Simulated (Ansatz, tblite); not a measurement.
Cost and result up the ladder for Al(NH3)H3 (AlNH₆) (8 atoms). Total charge 0; singlet. Geometry: r2SCAN-D4/def2-TZVP.

| atom | x (Å) | y (Å) | z (Å) |
| --- | --- | --- | --- |
| Al1 | -0.5888 | -0.6449 | -0.6176 |
| N2 | 0.5444 | 0.5962 | 0.5709 |
| H3 | 1.2521 | 0.0735 | 1.0796 |
| H4 | -0.0326 | 1.0789 | 1.2540 |
| H5 | 1.0214 | 1.3018 | 0.0167 |
| H6 | -1.5819 | 0.4393 | -1.2533 |
| H7 | -1.1813 | -1.6158 | 0.5105 |
| H8 | 0.5668 | -1.2290 | -1.5607 |

Ansatz on 4 threads of Arm Neoverse V1 on a shared host; xTB runs through tblite on one thread. Times are rough, summed over both states, and most runs start from the orbitals of an earlier one. PBE0-D4/def2-TZVP serves as the yardstick here, not as an exact answer. The other state is a triplet.

The xTB rows come from tblite. HOMO above LUMO, or a gap near zero within one spin, warns that the state may not be the lowest or that an electron is smeared out.

Run but left out: PBE-D4/def2-TZVP (triplet: an occupied level 0.24 eV above an empty one).

xTB has no spin-polarisation term.

```tsv
level	functions	vertical triplet (eV)	difference from PBE0-D4/def2-TZVP (eV)	remarks
GFN1-xTB	25	7.95	2.00	–
r2SCAN-D4/def2-TZVP	104	5.79	-0.17	gap within one spin near zero (triplet)
GFN2-xTB	19	6.62	0.66	–
PBE0-D4/def2-TZVP	104	5.95	0.00	–
```

(1) Estimate how long each takes.

Answers

(1) GFN2-xTB 0.006 s; GFN1-xTB 0.018 s; PBE0-D4/def2-TZVP 3 s; r2SCAN-D4/def2-TZVP 3.7 s. On shared hardware such times vary by a factor of up to 3.
